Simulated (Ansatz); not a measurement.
Structure relaxation of CoW

These are results of DFT r2SCAN, scalar-relativistic, plane waves, PAW (Ansatz), not measurements. Cutoff 500 eV, Γ-centred k mesh, Gaussian smearing, collinear spin, first started from parallel moments.

A relaxed cell is given with its space group left out.

```
CELL_PARAMETERS angstrom
0.00000 2.41781 2.41781
2.41781 0.00000 2.41781
2.41781 2.41781 0.00000
ATOMIC_POSITIONS crystal
Co 0.00000 0.00000 0.00000
W 0.50000 0.50000 0.50000
```

The zero of energy is the elements' standard structures at the same level; no fitted shifts are applied.

Task: What space group does it have?

Result: Fm-3m (No. 225). Conventional cell: a = 4.836 Å. Around Co lie 6 W at 2.42 Å; around W lie 6 Co at 2.42 Å.

Task: How far does it lie from the elements in energy?

Result: 1.03 eV/atom.

Task: Is it a metal?

Result: Yes, bands cross the Fermi level on the 20×20×20 mesh.

Task: What net moment does it keep?

Result: 0.02 μB per atom, with site moments up to 0.03 μB.

The final run used a 20×20×20 mesh on its 2-atom cell and 0.10 eV smearing. The k mesh leaves about 4 meV/atom of noise in metals. Spin–orbit coupling is left out. The cell came from a trial start, so CoW may not exist in this structure.

Cost: 3 runs of about 12 core-minutes in all, on Intel Xeon Platinum 8375C (Ice Lake) (shared hosts).